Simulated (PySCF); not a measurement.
## Continuum solvent and chemical shifts

Atoms are numbered as in `[CH2:1]=[C:2]([CH3:3])[O:4][CH3:5]`. Each H is labelled by its parent atom. Ha(C1) is cis to C3; Hb(C1) is trans to C3.

GIAO PBE0/pcSseg-1 in PySCF 2.14.0 with density-fitted response routines on one PBE0-D3(BJ)/def2-SVP conformer, non-relativistic, equivalent nuclei averaged. Solvents enter as an IEF-PCM continuum (acetone with ε = 20.5) around the gas-phase geometry. Shifts are referred to TMS computed in the same medium.

Gas phase, δ in ppm: C2 167.8, C1 83.1, C5 54.3, C3 23.2, Ha(C1) 3.92, Hb(C1) 3.74, H(C5) 3.44, H(C3) 1.80. Dipole moment 0.61 D.

Problem. How does each δ change in the continuum?

Solution. 
| atoms | environment | Δδ, acetone |
| --- | --- | --- |
| C2 | alkene carbon bearing oxygen | +2.5 |
| C1 | β carbon of an enol-ether or enamine type C=C | -0.2 |
| C5 | methyl carbon bonded to O | +1.4 |
| C3 | allylic methyl carbon | +0.4 |
| Ha(C1) | hydrogen on a β carbon of an enol-ether or enamine type C=C | +0.10 |
| Hb(C1) | hydrogen on a β carbon of an enol-ether or enamine type C=C | +0.16 |
| H(C5) | hydrogen on a methyl carbon bonded to O | +0.13 |
| H(C3) | hydrogen on an allylic methyl carbon | +0.07 |

Changes are relative to the gas phase. The dipole moment becomes 0.73 D in acetone.

Problem. Which of the listed nuclei move most (in ppm), and what does the model miss? (N and O are left out, as their reference compounds move with the solvent too.)

Solution. C2 (alkene carbon bearing oxygen, +2.5 ppm) in acetone. A continuum only polarises the solute; specific hydrogen bonds, the anisotropy of aromatic solvents and changes of geometry or conformer are outside it.
